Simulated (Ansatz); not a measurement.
A made-up structure of CHClLi (charge +1), singlet:

| atom | x (Å) | y (Å) | z (Å) |
| --- | --- | --- | --- |
| Li1 | 1.8910 | 0.5158 | -0.5706 |
| C2 | -0.1393 | -0.0650 | -0.0873 |
| Cl3 | -0.1842 | 1.5068 | -0.5329 |
| H4 | -0.9794 | -0.5718 | -0.5841 |

It is relaxed with PBE-D4/def2-SVP and then PBE0-D4/def2-TZVP (Ansatz 0.2.0). Atoms count as bonded within 1.22 times the sum of their covalent radii (H–H: 0.88 Å). The end point is not checked to be a true minimum.

Question: Does its bonding change? (A judgement: the text doesn't fix the answer.)

Answer: Computed: Yes. Formed: none; broken: Li1–Cl3.

Where it ends: The first stage lowers the energy by 0.90 eV in 10 steps. It ends as CHClLi ([Li][CH][Cl]), total charge +1:
Li1  (2.101, 0.050, -0.426)
C2  (0.012, 0.233, -0.437)
Cl3  (-0.775, 1.662, -0.525)
H4  (-0.749, -0.559, -0.387)
(Å)

Labels in which every atom is bracketed show which atoms are joined, not bond orders.

For scale, one of the runs: PBE0-D4/def2-TZVP relaxation, 88 basis functions, launched by `ansatz run in.yaml --threads 2 --pin off --events-out ev --progress --plain --max-ram 4352MiB`. The run took about 8.5 s on 2 CPU threads of an Arm Neoverse V2 (shared host).
